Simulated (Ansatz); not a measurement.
H₂F₂, closed shell: a pair in one relaxed arrangement.

Input (in.yaml):

```yaml
crystal:
  periodic: [false, false, false]
  atoms:
    - {symbol: H, position_ang: [0.037601, 0.038024, -1.303622]}
    - {symbol: H, position_ang: [-0.134224, -0.134133, -2.008982]}
    - {symbol: F, position_ang: [-0.420571, -0.422220, 1.835801]}
    - {symbol: F, position_ang: [0.517194, 0.518327, 1.476802]}
basis:
  gaussian: {orbitals: "def2-TZVPPD.json"}
hamiltonian: {xc: {name: BLYP}, dispersion: d4}
```

The basis file named in the input lies beside it (Basis Set Exchange, JSON).

Launched with

```bash
ansatz run in.yaml --threads 2 --pin off --events-out ev --progress --plain --max-ram 5222MiB
```

Output of Ansatz 0.2.0:

```
Functional definition: BLYP
  name "BLYP"
  cite "Becke, Phys. Rev. A 38, 3098 (1988) doi:10.1103/PhysRevA.38.3098"
  cite "Lee, Yang & Parr, Phys. Rev. B 37, 785 (1988) doi:10.1103/PhysRevB.37.785"
  parameter beta = 0.0042
  parameter a = 0.04918
  parameter b = 0.132
  parameter c = 0.2533
  parameter d = 0.349
  exchange = b88_x(beta = beta)
  correlation = lyp_c(a = a, b = b, c = c, d = d)
512 factors; their error is unknown
mean field evaluation 1: about -5462.4715 eV, gradient 2.1e1 eV
mean field evaluation 2: about -5462.9249 eV, gradient 1.5e1 eV
mean field evaluation 4: about -5463.2205 eV, gradient 1.6e0 eV
mean field evaluation 8: about -5463.2131 eV, gradient 2.8e-2 eV
mean field -5463.21309482 eV, -200.7693781357 hartree, gradient 2.7e-5 eV, S^2 0.000000; 0 other end points of the search recorded, 0 dependent functions left out
reference -5463.21341410 eV, -200.7693898692 hartree; 10, 10 occupied and 104, 104 virtual orbitals, 512 factors
Total energy: -5463.23842744 eV, -200.7703090925 hartree
```

Hardware: 2 CPU threads of an Arm Neoverse V2, shared host. Wall time about 0.5 s.
